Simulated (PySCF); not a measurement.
## A small calculation by hand: entropy of an ideal gas

disilane (H6Si2), SMILES [SiH3][SiH3].

Geometry: B3LYP-D3(BJ)/def2-TZVP.

B3LYP-D3(BJ)/def2-TZVP in PySCF gives the harmonic wavenumbers 135, 369, 369, 425, 633, 633, 854, 926, 944, 944, 959, 959, 2209, 2217, 2218, 2218, 2227, 2227 cm⁻¹ and the rotational temperatures 2.0722, 0.2420, 0.2420 K. The molar mass is 62.22 g/mol, the symmetry number 6, the spin multiplicity 1.

**Question.** Work out the entropy at 298.15 K and 1 atm in the rigid-rotor, harmonic-oscillator model.

**Answer.** 
Translation (Sackur–Tetrode at 1 atm): S = R[1.5 ln M + 2.5 ln T − 1.16487] = 160.3 J/(mol K).
Rotation: q = (√π/σ) T^1.5/√(θA θB θC) = 4370, S = R[ln q + 3/2] = 82.2 J/(mol K).
Vibration: with u = 1.4388 ν/T, each mode gives R[u/(e^u − 1) − ln(1 − e^−u)]:
```
ν (cm⁻¹)  modes     u  S (J/(mol K))
--------  -----  ----  -------------
135           1  0.65          12.02
369           2  1.78           9.07
425           1  2.05           3.66
633           2  3.05           3.32
854           1  4.12           0.70
926           1  4.47           0.53
944           2  4.56           0.98
959           2  4.63           0.92
```
The stiffer modes add less than 0.005 each. Sum 31.2 J/(mol K).
Spin: R ln 1 = 0.0 J/(mol K).
Total 273.6 J/(mol K); the program's own thermochemistry gives 273.7. Translation makes up 59 % and vibration 11 %. Anharmonicity, hindered rotation and orbital degeneracy are left out.
